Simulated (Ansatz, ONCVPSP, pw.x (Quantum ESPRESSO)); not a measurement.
**silicon (Si): one change to the ONCV potential, in the atom and in the diamond crystal**

| Quantity | Value |
| --- | --- |
| Element | Si |
| Generator | ONCVPSP 4.0.1.1 (patched build) |
| Type | optimised norm-conserving Vanderbilt (ONCV) |
| Functional | LDA (Perdew-Wang 92) |
| Relativity | scalar-relativistic |
| Frozen core | [Ne] |
| Valence charge | 4 |
| Reference configuration | 3s2 3p2 |
| Partial waves | 3s: rc 1.80 bohr, ncon 4, nbas 8, qcut 3.7 1/bohr, 1 projector; 3p: rc 1.65 bohr, ncon 4, nbas 8, qcut 5.5 1/bohr, 1 projector; d scattering state at 0.4 Ha: rc 1.85 bohr, ncon 5, nbas 8, qcut 5.7 1/bohr, 1 projector |
| Local potential | polynomial inside 1.30 bohr (lpopt 3, dvloc0 0 Ha) |
| Core correction | Teter function, fcfact 4.25, rcfact 1.75 |

Change: core correction Teter function, fcfact 2.7, rcfact 1.75.

Cutoffs, loose and tight: the cutoffs (Ha) at which the residual kinetic energy of the hardest occupied pseudo-wave falls to 1 and 0.1 mHa per electron. They do not see the model core or the augmentation charge, which bear on the density cutoff. Test errors are all-electron minus pseudo excitation energies from the reference, over the configurations 3s2 3p1; 3s2 3p0; 3s1 3p0; 3s2 3p1.5; variants that change the core or the reference have their own tests.

Crystal test: diamond Si in pw.x 7.5, no spin, 9³ k-points, Fermi–Dirac smearing 0.01 Ry, cutoffs set for each file from its atomic test. The reference is all-electron LAPW (Ansatz 0.2.0) with the same functional, mesh and smearing; V0 and B0 come from Birch–Murnaghan fits to the pressures at five volumes. Errors are pseudo minus all-electron; Δ is the rms difference of the E(V) curves that follow from these fits, minima aligned, over ±6 % about the mean V0. Mesh and smearing are coarse, so the numbers serve the comparison and aren't converged zero-temperature values; the lattice is a test structure that the element need not adopt.

All-electron: a0 = 5.400 Å (V0 = 19.69 Å³/atom), B0 = 96.2 GPa.

Does the change bring the crystal closer to the all-electron result?

The mean pressure error goes from +1.21 to +0.49 GPa, so the change moves the solid closer to the all-electron pressures.

| quantity | base | changed |
| --- | --- | --- |
| outcome (atom) | generated | generated |
| cutoff, loose (atom) | 7.7 Ha | 7.7 Ha |
| cutoff, tight (atom) | 43 Ha | 43 Ha |
| bound ghosts (atom) | none | none |
| largest test error (meV) (atom) | -240 | -116 |
| cutoffs in pw.x (Ry) | 100/400 | 100/400 |
| a0 (Å) | 5.423 | 5.409 |
| a0 error (%) | +0.41 | +0.17 |
| B0 error (%) | -1.3 | -0.6 |
| Δ (meV/atom) | 5.1 | 2.1 |
| mean pressure error (GPa) | +1.21 | +0.49 |
